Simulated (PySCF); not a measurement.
Molecule: formaldoxime (SMILES C=NO).

Structure with atom numbers: `[CH2:1]=[N:2][OH:3]` (H(Xn): hydrogen on atom n). Ha(C1) is cis to O3; Hb(C1) is trans to O3.

Spin–spin couplings on one PBE0-D3(BJ)/def2-SVP geometry, PySCF 2.14.0 with density-fitted response routines, gas phase, non-relativistic, equivalent pairs averaged; isotopes ¹³C, ¹H, ¹⁷O, ¹⁵N; functional B3LYP.

Question: How do the couplings (Hz) change with the basis set? Times are CPU seconds on shared hosts with different chips, so compare them loosely. Far from the basis limit: 6-31G-J, pcJ-0, 6-31G*, def2-TZVP, cc-pVTZ.

Answer: 
```tsv
basis set	functions	¹J(C1,Hb(C1))	¹J(C1,Ha(C1))	¹J(O3,H(O3))	¹J(N2,O3)	¹J(C1,N2)	²J(N2,Hb(C1))	²J(C1,O3)	core-s
6-31G-J	48	203.0	175.6	-61.4	-28.8	2.2	-18.8	-11.6	3.6
pcJ-0	48	167.9	150.5	-31.2	-24.7	9.0	-14.6	-8.3	3.3
6-31G*	48	187.3	169.1	-71.7	-17.9	-10.1	-12.2	-8.0	1.5
pcJ-1	111	194.0	170.8	-74.4	-23.4	-4.2	-16.6	-9.8	4.2
def2-TZVP	111	184.9	162.1	-66.4	-26.3	-2.0	-16.6	-9.9	3.6
cc-pVTZ	132	174.6	152.3	-52.7	-23.1	-6.1	-14.8	-8.3	4.1
aug-cc-pVTZ-J	198	197.6	173.4	-78.0	-25.7	-3.1	-17.6	-9.7	18
pcJ-2	225	195.0	171.4	-77.2	-25.2	-3.0	-17.4	-9.8	21
```

The Fermi-contact term samples the wavefunction at the nucleus, which is why sets with added tight s functions (names with J) are made for couplings.
